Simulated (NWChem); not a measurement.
The numbers come from NWChem runs, not from measurements. System: P (+1), charge 1, spin multiplicity 3. Its SCF solution wasn't tested for a lower state. Level: ROCR-CCSD(T)/def2-TZVP, 5 core orbitals frozen.

Input file:

```
start mol
memory heap 100 mb stack 700 mb global 1900 mb
charge 1
geometry units angstroms nocenter noautoz
  P      0.000000     0.000000     0.000000
  symmetry group D2h
end
basis spherical
  * library def2-tzvp
end
scf
  rohf
  nopen 2
  maxiter 100
  thresh 1e-7
  semidirect memsize 60000000 filesize 0
  # guess.movecs holds the orbitals of an unrestricted PBE0 run
  vectors input guess.movecs output mol.movecs
end
tce
  freeze core 5
  cr-ccsd(t)
  2eorb
  2emet 13
  thresh 1e-6
  maxiter 100
  tilesize 24
end
task tce energy
```

NWChem printed:

```
             Northwest Computational Chemistry Package (NWChem) 7.3.0
             --------------------------------------------------------

                                NWChem Input Module
                                -------------------

 Scaling coordinates for geometry "geometry" by  1.889725989
 (inverse scale =  0.529177249)

                             Geometry "geometry" -> ""
                             -------------------------

 Output coordinates in angstroms (scale by  1.889725989 to convert to a.u.)

  No.       Tag          Charge          X              Y              Z
 ---- ---------------- ---------- -------------- -------------- --------------
    1 P                   15.0000     0.00000000     0.00000000     0.00000000

 Effective nuclear repulsion energy (a.u.)       0.0000000000

            Nuclear Dipole moment (a.u.)
            ----------------------------
        X                 Y               Z
 ---------------- ---------------- ----------------
     0.0000000000     0.0000000000     0.0000000000

      Symmetry information
      --------------------

 Group name             D2h
 Group number             26
 Group order               8
 No. of unique centers     1

      Symmetry unique atoms

     1


 Summary of "ao basis" -> "" (spherical)
 ------------------------------------------------------------------------------
       Tag                 Description            Shells   Functions and Types
 ---------------- ------------------------------  ------  ---------------------
 *                         def2-tzvp                  on all atoms

 Summary of "ao basis" -> "ao basis" (spherical)
 ------------------------------------------------------------------------------
       Tag                 Description            Shells   Functions and Types
 ---------------- ------------------------------  ------  ---------------------
 P                         def2-tzvp                13       37   5s5p2d1f

                                 NWChem SCF Module
                                 -----------------

  ao basis        = "ao basis"
  functions       =    37
  atoms           =     1
  closed shells   =     6
  open shells     =     2
  charge          =   1.00
  wavefunction    = ROHF
  use symmetry    = T
  symmetry adapt  = T

 Summary of "ao basis" -> "ao basis" (spherical)
 ------------------------------------------------------------------------------
       Tag                 Description            Shells   Functions and Types
 ---------------- ------------------------------  ------  ---------------------
 P                         def2-tzvp                13       37   5s5p2d1f

      Symmetry analysis of basis
      --------------------------

        ag          9
        au          1
        b1g         2
        b1u         7
        b2g         2
        b2u         7
        b3g         2
        b3u         7

 Forming initial guess at       0.1s

      Symmetry analysis of molecular orbitals - initial
      -------------------------------------------------

  Numbering of irreducible representations:

     1 ag          2 au          3 b1g         4 b1u         5 b2g
     6 b2u         7 b3g         8 b3u

  Orbital symmetries:

     1 ag          2 ag          3 b1u         4 b2u         5 b3u
     6 ag          7 b3u         8 b2u         9 b1u        10 ag
    11 b1g        12 b2g        13 b3g        14 ag         15 b3u
    16 b2u        17 b1u        18 ag

 Starting SCF solution at       0.1s
[...]
              MO Center=  1.8D-21, -1.1D-31, -3.1D-31, r^2= 5.1D+00
   Bfn.  Coefficient  Atom+Function         Bfn.  Coefficient  Atom+Function
  ----- ------------  ---------------      ----- ------------  ---------------
    18      1.453010  1 P  px                15     -1.173886  1 P  px

 Vector   11  Occ=0.000000D+00  E= 1.073072D-01  Symmetry=b2u
              MO Center= -7.3D-32,  1.8D-19, -4.6D-32, r^2= 5.1D+00
   Bfn.  Coefficient  Atom+Function         Bfn.  Coefficient  Atom+Function
  ----- ------------  ---------------      ----- ------------  ---------------
    19      1.453010  1 P  py                16     -1.173886  1 P  py

 center of mass
 --------------
 x =   0.00000000 y =   0.00000000 z =   0.00000000

 moments of inertia (a.u.)
 ------------------
           0.000000000000           0.000000000000           0.000000000000
           0.000000000000           0.000000000000           0.000000000000
           0.000000000000           0.000000000000           0.000000000000

  Mulliken analysis of the total density
  --------------------------------------

    Atom       Charge   Shell Charges
 -----------   ------   -------------------------------------------------------
    1 P   15    14.00   2.01  0.54  1.42  1.36  0.67  4.15  1.71  0.53  1.23  0.38  0.00  0.00  0.00

 Mulliken analysis of the open-shell density
 -------------------------------------------

    Atom       Charge   Shell Charges
 -----------   ------   -------------------------------------------------------
    1 P   15     2.00   0.00  0.00 -0.00  0.00  0.00  0.06 -0.04  0.36  1.24  0.38 -0.00  0.00  0.00

       Multipole analysis of the density wrt the origin
       ------------------------------------------------

     L   x y z        total         open         nuclear
     -   - - -        -----         ----         -------
     0   0 0 0      1.000000     -2.000000     15.000000

     1   1 0 0     -0.000000      0.000000      0.000000
     1   0 1 0      0.000000     -0.000000      0.000000
     1   0 0 1     -0.000000     -0.000000      0.000000

     2   2 0 0     -7.718474     -4.262987      0.000000
     2   1 1 0      0.000000      0.000000      0.000000
     2   1 0 1      0.000000     -0.000000      0.000000
     2   0 2 0     -7.718474     -4.262987      0.000000
     2   0 1 1     -0.000000     -0.000000      0.000000
     2   0 0 2     -5.542889     -2.131657      0.000000

                   NWChem Extensible Many-Electron Theory Module
                   ---------------------------------------------


            General Information
            -------------------
      Number of processors :     1
         Wavefunction type : Restricted open-shell Hartree-Fock
          No. of electrons :    14
           Alpha electrons :     8
            Beta electrons :     6
           No. of orbitals :    74
            Alpha orbitals :    37
             Beta orbitals :    37
        Alpha frozen cores :     5
         Beta frozen cores :     5
     Alpha frozen virtuals :     0
      Beta frozen virtuals :     0
         Spin multiplicity : triplet
    Number of AO functions :    37
       Number of AO shells :    13
        Use of symmetry is : on
      Symmetry adaption is : on
         Schwarz screening : 0.10D-09

          Correlation Information
          -----------------------
          Calculation type : Coupled-cluster singles & doubles w/ perturbation
   Perturbative correction : Completely renormalized (T)
            Max iterations :      100
        Residual threshold : 0.10D-05
     T(0) DIIS level shift : 0.00D+00
     L(0) DIIS level shift : 0.00D+00
     T(1) DIIS level shift : 0.00D+00
     L(1) DIIS level shift : 0.00D+00
     T(R) DIIS level shift : 0.00D+00
     T(I) DIIS level shift : 0.00D+00
   CC-T/L Amplitude update :  5-th order DIIS
                I/O scheme : Global Array Library
        L-threshold :  0.10D-05
        EOM-threshold :  0.10D-05
 no EOMCCSD initial starts read in
 TCE RESTART OPTIONS
 SLICE:      F
 D4D5:       F
 quantumc:   F
 qrotation:  F
 pwtce:      F
 qducc:      F
 nacto:                         0
 nrotv:                         0
 nrot:                          0

            Memory Information
            ------------------
          Available GA space size is     249034062 doubles
          Available MA space size is     104853868 doubles

 Maximum block size supplied by input
 Maximum block size        24 doubles

 tile_dim =      6

 -------------------------------------------------

 Global array virtual files algorithm will be used

 Parallel file system coherency ......... OK

 4-electron integrals stored in orbital form

 v2    file size   =            30853
 4-index algorithm nr.  13 is used
 imaxsize =       30
 imaxsize ichop =        0


CCSD iterations
 ---------------------------------------------------------
 Iter          Residuum       Correlation     Cpu    Wall
 ---------------------------------------------------------
    1   0.0725385207538  -0.0731090489759     0.1     0.1
    2   0.0260535839616  -0.0821681827326     0.1     0.1
    3   0.0117994784066  -0.0845466208940     0.1     0.1
    4   0.0058403655066  -0.0854016621975     0.1     0.1
    5   0.0030050200705  -0.0857648396727     0.1     0.1
    6   0.0002146466871  -0.0861007586081     0.1     0.1
    7   0.0000663481223  -0.0860971139008     0.1     0.1
    8   0.0000262085379  -0.0860969100109     0.1     0.1
    9   0.0000114810900  -0.0860968879535     0.1     0.1
   10   0.0000053492178  -0.0860969074517     0.1     0.1
   11   0.0000007395319  -0.0860969401181     0.1     0.1
 -----------------------------------------------------------------
 Iterations converged
 CCSD correlation energy / hartree =        -0.086096940118074
 CCSD total energy / hartree       =      -340.426655160048313

 Singles contributions

 Doubles contributions
     9b1u (alpha)     9b1u (beta ) ---     6ag  (alpha)     6ag  (beta )       -0.1034164358
 CR-CCSD(T)

 CR-CCSD[T]  correction energy / hartree =        -0.002413315581968
 CR-CCSD[T] correlation energy / hartree =        -0.088510255700042
 CR-CCSD[T] total energy / hartree       =      -340.429068475630288
 CR-CCSD(T)  correction energy / hartree =        -0.002440251706120
 CR-CCSD(T) correlation energy / hartree =        -0.088537191824193
 CR-CCSD(T) total energy / hartree       =      -340.429095411754417

 Task  times  cpu:        2.8s     wall:        2.8s

 Total times  cpu:        2.9s     wall:        2.9s
```
